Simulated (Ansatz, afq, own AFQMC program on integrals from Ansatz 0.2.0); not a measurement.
## Al2H4, singlet: a scan with AFQMC

```xyz
6

Al    0.0000    0.0000    1.3086
Al    0.0000    0.0000   -1.3086
H     0.0000    1.3533    2.1524
H     0.0000   -1.3533    2.1524
H     0.0000    1.3533   -2.1524
H     0.0000   -1.3533   -2.1524
```

One side is turned about Al1–Al2. Energies in eV count from this geometry (0.000 °) at the same level; the start stands on RHF, each point on the determinant named.

Basis 6-31G. Noble-gas cores (and the filled d shells of Ga–Kr and In–Xe) are frozen. Ansatz 0.2.0 and our own AFQMC program on the same integrals; the CISD trial comes from CCSD amplitudes, and released means the phaseless constraint is let go. Error bars are statistical, one sigma.

Cautions, each for one point or more: the ph-AFQMC/CISD walk drifts between its halves.

| twist about Al1–Al2 / ° | det. | T1 | weight | CCSD(T) | ph-AFQMC/CISD | released AFQMC | CCSDT(Q) | wB97M-V | MP2 |
| --- | --- | --- | --- | --- | --- | --- | --- | --- | --- |
| 32.700 | RHF | 0.011 | 0.92 | -0.038 | -0.034 ± 0.003 | -0.037 ± 0.003 | -0.038 | -0.029 | -0.034 |
| 62.600 | RHF | 0.012 | 0.91 | -0.099 | -0.097 ± 0.004 | -0.100 ± 0.004 | -0.099 | -0.076 | -0.090 |
| 90.000 | RHF | 0.013 | 0.91 | -0.124 | -0.119 ± 0.004 | -0.126 ± 0.005 | -0.124 | -0.095 | -0.113 |
| 150.000 | RHF | 0.011 | 0.92 | -0.032 | -0.036 ± 0.005 | -0.032 ± 0.004 | -0.032 | -0.025 | -0.029 |

Weight is that of the determinant in the CISD state; at the start T1 is 0.011 and the weight 0.92. Symmetry can't show for every point that it stays on the start's state. Largest departures from CCSDT(Q), at the points where its series has closed: CCSD(T) 0.000 eV at 90.000 (on RHF), ph-AFQMC/CISD 0.006 eV at 90.000 (on RHF) (within the noise), released AFQMC -0.001 eV at 90.000 (on RHF) (within the noise), MP2 0.011 eV at 90.000 (on RHF). The functionals aren't scored here. In this small basis the wave-function levels are far from their limit, so their gap to the functionals isn't the functionals' error.

Some points may be missing: those where a free walk finds a much lower state, and past Zn most of those on another determinant than at the start.

CCSDT and higher add their correlation energy to the determinant of the CCSD(T) run, since their own runs factorise the integrals more tightly (a shift of under 2 meV). A walk keeps the symmetry of its determinant, which the program's search chose and which needn't be the lowest solution, so a lower state of the same spin and another symmetry isn't excluded. Released energies are given only where the last usable release times agree within the noise; a slower fall can still hide under it.
